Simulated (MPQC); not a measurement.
# Two attempts at [AlH4]− (SMILES [AlH4-])

Wanted: energy and gradient of [AlH4]−, UHF/6-31+G* (Cartesian functions).

The results are computed with MPQC 2.3.1.

3 further runs of the same task are left out: 3 set aside as unsound or not needed.

### Step 1. The system as given

The species is [AlH4]− (5 atoms), meant as a singlet with charge -1. SMILES: `[AlH4-]`. Geometry: a GFN2-xTB relaxation, a rough one for these elements and not checked as a minimum.

Bond lengths: Al1–H2 1.628 Å, Al1–H3 1.628 Å, Al1–H4 1.628 Å, Al1–H5 1.627 Å. Angles: H2–Al1–H3 109.4°, H2–Al1–H4 109.5°, H2–Al1–H5 109.4°, H3–Al1–H4 109.5°, H3–Al1–H5 109.4°, H4–Al1–H5 109.6°.

### Step 2. First attempt

The input, run.in:

```
% AlH4
molecule<Molecule>: (
  symmetry = c1
  unit = bohr
  { atoms geometry } = {
    Al [ -0.00003779     0.00011338    -0.00204090 ]
    H  [ 2.72783856    -0.95293219     1.05146251 ]
    H  [ -2.23548931    -1.14233944     1.77469850 ]
    H  [ -0.38520177    -0.97723407    -2.89262268 ]
    H  [ -0.00003779     0.00011338     0.18693171 ]
  }
)
basis<GaussianBasisSet>: (
  name = "6-31+G*"
  molecule = $:molecule
)
mpqc: (
  checkpoint = no
  savestate = no
  restart = no
  do_energy = yes
  do_gradient = yes
  optimize = no
  mole<UHF>: (
    molecule = $:molecule
    basis = $:basis
    total_charge = -1
    multiplicity = 1
    memory = 1000000000
    print_evals = yes
    print_npa = yes
    maxiter = 91
    guess_wavefunction<UHF>: (
      molecule = $:molecule
      total_charge = -1
      multiplicity = 1
      memory = 1000000000
      value_accuracy = 1e-3
      basis<GaussianBasisSet>: (
        name = "3-21G"
        molecule = $:molecule
      )
    )
  )
)
```

On the command line:

```bash
mpqc run.in > run.out
```

Log:

```text
MPQC: Massively Parallel Quantum Chemistry
[...]
  <S^2>      = -0.000000
  total scf energy = -203.8727622092
[...]
Value of the MolecularEnergy: -203.8727622092
  Gradient of the MolecularEnergy:
      1    -0.0032621528
      2     0.0781422094
      3   308.6138634574
      4     0.0259027615
      5     0.0086987436
      6     0.0091385291
      7    -0.0247585291
      8     0.0068920491
      9     0.0174967720
     10    -0.0040305368
     11     0.0020357070
     12    -0.0267317001
[...]
      symmetry = c1
[...]
      nbasis = 31
[...]
    nalpha = 9
    nbeta = 9
[...]
```

It took 0.36 s on 1 thread of AMD EPYC 9R45 (Zen 5), shared host.

### Step 3. Reading the log

The program ended normally, but the settings are unsound, so its numbers aren't properties of the molecule.

What is wrong: two atoms lie on top of or far too near each other. As the program read them, the closest atoms are 0.10 Å apart, against 1.63 Å in the sound input.

### Step 4. Second attempt

The input, job.in:

```
% AlH4
molecule<Molecule>: (
  symmetry = c1
  unit = bohr
  { atoms geometry } = {
    Al [ -0.00003779     0.00011338    -0.00204090 ]
    H  [ 2.72783856    -0.95293219     1.05146251 ]
    H  [ -2.23548931    -1.14233944     1.77469850 ]
    H  [ -0.38520177    -0.97723407    -2.89262268 ]
    H  [ -0.10709078     3.07241122     0.06850257 ]
  }
)
basis<GaussianBasisSet>: (
  name = "6-31+G*"
  molecule = $:molecule
)
mpqc: (
  checkpoint = no
  savestate = no
  restart = no
  do_energy = yes
  do_gradient = yes
  optimize = no
  mole<UHF>: (
    molecule = $:molecule
    basis = $:basis
    total_charge = -1
    multiplicity = 1
    memory = 1000000000
    print_evals = yes
    print_npa = yes
    maxiter = 60
    guess_wavefunction<UHF>: (
      molecule = $:molecule
      total_charge = -1
      multiplicity = 1
      memory = 1000000000
      value_accuracy = 1e-3
      basis<GaussianBasisSet>: (
        name = "3-21G"
        molecule = $:molecule
      )
    )
  )
)
```

On the command line:

```bash
mpqc job.in > job.out
```

Log:

```text
MPQC: Massively Parallel Quantum Chemistry
[...]
  <S^2>      = -0.000000
  total scf energy = -244.2172143520
[...]
Value of the MolecularEnergy: -244.2172143520
  Gradient of the MolecularEnergy:
      1   -0.0000093620
      2    0.0000646731
      3   -0.0002108375
      4   -0.0052371024
      5    0.0018351153
      6   -0.0019111413
      7    0.0043201122
      8    0.0021988688
      9   -0.0033286047
     10    0.0007115978
     11    0.0018312570
     12    0.0054922321
[...]
      symmetry = c1
[...]
      nbasis = 31
[...]
    nalpha = 9
    nbeta = 9
[...]
```

Wall time 0.32 s (1 thread of AMD EPYC 9R45 (Zen 5), shared host).

### Step 5. Results

At UHF/6-31+G* (Cartesian functions):

```
                quantity          value
            total energy  -244.21721 Eh
largest force on an atom     0.305 eV/Å
```

**Reading.** The first attempt's energy was +1097.828 eV off this one. The largest force is 0.31 eV/Å: the shape isn't a stationary point for this species at this level.
